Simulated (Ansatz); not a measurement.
[H···H···GeH$_{3}$], doublet: reading a ladder of total energies

Geometry: a point of a hydrogen-transfer path between rigid fragments, not a stationary point.

```xyz
6

H    -2.6025    0.0000    0.0000
H    -1.5455    0.0000    0.0000
Ge    0.0365    0.0000    0.0000
H     0.5052   -1.4659    0.0000
H     0.5052    0.7330   -1.2695
H     0.5052    0.7330    1.2695
```

Basis cc-pVDZ; Ansatz 0.2.0. Only valence electrons are correlated (noble-gas cores and the filled d shells of p-block atoms frozen), which leaves 9 electrons in 38 orbitals. Prefix R: restricted or restricted open-shell reference; prefix U: unrestricted. No spin–orbit coupling is included, and no scalar relativity.

Full CI isn't at hand for all of this; UCCSDT(Q) serves as the reference, and is uncertain by about the last step of the cluster series.

Runs differ by some tens of microhartree through their thresholds and, for an open shell, their frozen cores, so steps under 0.03 kcal/mol mean nothing.

```json
{"level": "UHF", "total energy (hartree)": "-2078.120153"}
{"level": "UMP2", "total energy (hartree)": "-2078.241601"}
{"level": "UCCSD", "total energy (hartree)": "-2078.274998"}
{"level": "UCCSD(T)", "total energy (hartree)": "-2078.277858"}
{"level": "UCCSDT", "total energy (hartree)": "-2078.278571"}
{"level": "UCCSDT(Q)", "total energy (hartree)": "-2078.278652"}
```

Question: What is the correlation energy at UCCSDT(Q), and what share of it do UMP2 and UCCSD recover?

Answer: E(corr) = -2078.278652 − (-2078.120153) = -0.158499 hartree = -4.313 eV. UMP2: -0.121448 / -0.158499 = 76.62 %. UCCSD: -0.154845 / -0.158499 = 97.69 %.

Question: By how many kcal/mol does UCCSD(T) miss UCCSDT(Q) (1 hartree = 627.509 kcal/mol), and which steps make up the rest?

Answer: -2078.277858 − (-2078.278652) = 0.000794 hartree = 0.50 kcal/mol. Steps: UCCSDT − UCCSD(T) = -0.45, UCCSDT(Q) − UCCSDT = -0.05 kcal/mol. That is within 1 kcal/mol of the reference in this basis, which itself misses far more of the correlation at the basis-set limit.
